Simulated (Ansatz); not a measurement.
Rock-salt TiN, treated with PBE in Ansatz (plane waves, PAW).

Numerical settings: plane-wave cutoff 500 eV, 16×16×16 k mesh, Fermi–Dirac smearing 0.05 eV, no spin polarisation, scalar-relativistic PAW data made under PBE.

Computed at the level's own relaxed cell.

Question: What does this level give for the volume per atom and lattice parameter a?

Answer: 
- volume per atom: 9.57 Å³/atom
- lattice parameter a: 4.247 Å

Measured, for comparison: equilibrium volume per atom 9.52 Å³/atom, lattice constant a 4.239 Å (temperature not stated, no zero-point or thermal correction; as tabulated in Zhang et al. (2018), doi:10.1088/1367-2630/aac7f0). Computed (rounded) less measured: equilibrium volume per atom +0.5 %, lattice constant a +0.2 %.

Note: the run has no spin polarisation, so it can have missed a magnetic state.

Static lattice: no zero-point or thermal effects.

Computing time: about 17 core-seconds (a rough figure).

Ansatz is an electronic-structure program.
